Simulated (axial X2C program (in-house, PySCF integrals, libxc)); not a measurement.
NaCl: from Re and ωe to a spectrum

A bond curve at the CCSD(T) level, with spin–orbit coupling, was computed with an in-house relativistic program for diatomic molecules (basis Cl dyall-av3z [9s8p3d2f], Na dyall-cv3z [9s8p5d2f] (cores contracted in-house)) for the state Ω = 0 (closed shell). Its fit gives Re = 2.3971 Å, ωe = 350.7 cm⁻¹, ωexe = 1.69 cm⁻¹ and αe = 1.581e-03 cm⁻¹; the masses are 34.9689 and 22.9898 u. Two-component means X2C with spin–orbit coupling and atomic mean-field Coulomb and Gaunt terms.

Correlated methods: 8 electrons correlated (number of frozen shells: Cl 2 s, 1 p; Na 2 s, 1 p), 218 virtual spin orbitals or spinors in MP2, 84 natural virtuals in coupled cluster.

Task: Find the reduced mass, Be and the force constant.

Result: From the CCSD(T) values: μ = 13.8707 u. Be = 16.8576/(μ Re²) = 0.2115 cm⁻¹. k = 5.8918×10⁻⁷ μ ωe² = 1.01 mdyn/Å.

Task: Give B0, the J = 1←0 line in GHz and the most populated J at 300 K (kT = 208.5 cm⁻¹).

Result: B0 = Be − αe/2 = 0.2107 cm⁻¹; 2B0 = 12.63 GHz; J(max) ≈ √(kT/2B0) − 1/2 = 21.7, so J = 22.

Task: Estimate the centrifugal constant by the Kratzer relation.

Result: D = 4Be³/ωe² = 3.08e-07 cm⁻¹.

Task: A Morse curve ties αe to the other constants (Pekeris). How well does that hold?

Result: αe(Morse) = 6Be²/ωe × (√(ωexe/Be) − 1) = 1.398e-03 cm⁻¹; the CCSD(T) curve gives 1.581e-03 cm⁻¹, a ratio of 0.88.

Task: Where do the fundamental and the first overtone lie?

Result: ν(1←0) = ωe − 2ωexe = 347.3 cm⁻¹; ν(2←0) = 2ωe − 6ωexe = 691.3 cm⁻¹.

One determinant describes the state; a PBE0 search over occupations chose it and may have missed a lower one. CCSD and (T) use frozen natural virtuals with an MP2 correction for the truncation; (T) itself is uncorrected, so its De runs slightly low.
